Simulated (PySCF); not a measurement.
# Ways to converge the SCF of NaMg⁻

Do solver options change the result for NaMg⁻, or only the number of cycles?

Method: method and basis as typed in the scripts; program: PySCF 2.14.0.

### 1 The system as given

NaMg⁻: 2 atoms, charge -1, spin multiplicity 1.

Bond lengths: Na1–Mg2 3.030 Å.

### 2 The run that the others are compared with

input.py reads:

```python
from pyscf import gto, dft

mol = gto.M(
    atom='Na 0 0 0; Mg 0 0 3.03',
    basis='cc-pvdz',
    charge=-1,
    spin=0,
    symmetry=True,
    verbose=4,
)
mf = dft.RKS(mol, xc='wb97')
mf.kernel()
g = mf.nuc_grad_method()
g.grid_response = True
g.kernel()
mf.dip_moment()
print('orbital energies (hartree):', mf.mo_energy[..., max(0, mol.nelec[1]-3):mol.nelec[0]+3].round(4))
```

Command:

```
OMP_NUM_THREADS=1 python input.py
```

The log of this run is left out.

Base result: E(SCF) = -362.324910 Eh, 9 cycles, gradient on the second atom -0.0127 Eh/bohr.

The bond length is a typed value, not an optimised one. The dipole of an ion depends on the origin.

### 3 Level shift 0.1 hartree

Variant 1 changes level shift: none → 0.1 hartree.

input.py reads:

```python
from pyscf import gto, dft

mol = gto.M(
    atom='Na 0 0 0; Mg 0 0 3.03',
    basis='cc-pvdz',
    charge=-1,
    spin=0,
    symmetry=True,
    verbose=4,
)
mf = dft.RKS(mol, xc='wb97')
mf.level_shift = 0.1
mf.kernel()
g = mf.nuc_grad_method()
g.grid_response = True
g.kernel()
mf.dip_moment()
print('orbital energies (hartree):', mf.mo_energy[..., max(0, mol.nelec[1]-3):mol.nelec[0]+3].round(4))
```

Command:

```
OMP_NUM_THREADS=1 python input.py
```

### 4 Second-order solver on

Variant 2 changes second-order solver: off → on.

input.py, as its differences from that of step 2:

```diff
@@ -11,2 +11,3 @@
 mf = dft.RKS(mol, xc='wb97')
+mf = mf.newton()
 mf.kernel()
```

### 5 Point-group symmetry off

Variant 3 changes point-group symmetry: on → off.

input.py, as its differences from that of step 2:

```diff
@@ -7,3 +7,2 @@
     spin=0,
-    symmetry=True,
     verbose=4,
```

### 6 DIIS space 20

Variant 4 changes DIIS space: default → 20.

input.py, as its differences from that of step 2:

```diff
@@ -11,2 +11,3 @@
 mf = dft.RKS(mol, xc='wb97')
+mf.diis_space = 20
 mf.kernel()
```

### 7 Smearing width 0.001 hartree

Variant 5 changes smearing width: none → 0.001 hartree; step after the SCF: gradient → none.

input.py, as its differences from that of step 2:

```diff
@@ -1,2 +1,2 @@
-from pyscf import gto, dft
+from pyscf import gto, dft, scf
 
@@ -11,6 +11,4 @@
 mf = dft.RKS(mol, xc='wb97')
+mf = scf.addons.smearing_(mf, sigma=0.001, method='fermi')
 mf.kernel()
-g = mf.nuc_grad_method()
-g.grid_response = True
-g.kernel()
 mf.dip_moment()
```

**Question.** What will these runs give? Wanted: for each run, E(SCF); from base; gap.

**Answer**, as computed:

```csv
run,E(SCF) (hartree),from base (eV),cycles,gap (eV)
base,-362.324910,0,9,3.92
level shift 0.1 hartree,-362.324910,0.0000,12,3.92
second-order solver on,-362.324910,0.0000,3 macro,3.92
point-group symmetry off,-362.324910,0.0000,9,3.92
DIIS space 20,-362.324910,0.0000,9,3.92
smearing width 0.001 hartree,-362.324910,0.0000,9,n/a
```

Distance from each run's final energy (log10 hartree) by cycle:

```csv
run,cycle 1,cycle 2,cycle 3,cycle 5,cycle 8,cycle 12
base,-2.0,-2.9,-3.6,-5.5,-10.1,done
level shift 0.1 hartree,-1.9,-2.4,-2.9,-4.1,-6.5,-10.2
second-order solver on,-4.9,< -11,< -11,done,done,done
point-group symmetry off,-2.0,-2.9,-3.6,-5.5,-10.1,done
DIIS space 20,-2.0,-2.9,-3.6,-5.5,-10.1,done
smearing width 0.001 hartree,-2.0,-2.9,-3.6,-5.5,-10.1,done
```

**Reading.** No change of the SCF energy comes from level shift 0.1 hartree or second-order solver on or point-group symmetry off or DIIS space 20 or smearing width 0.001 hartree. The base needs 9 cycles and the run with level shift 0.1 hartree needs 12. The cycles with DIIS space 20 repeat those of the base digit for digit, so the setting never acted.
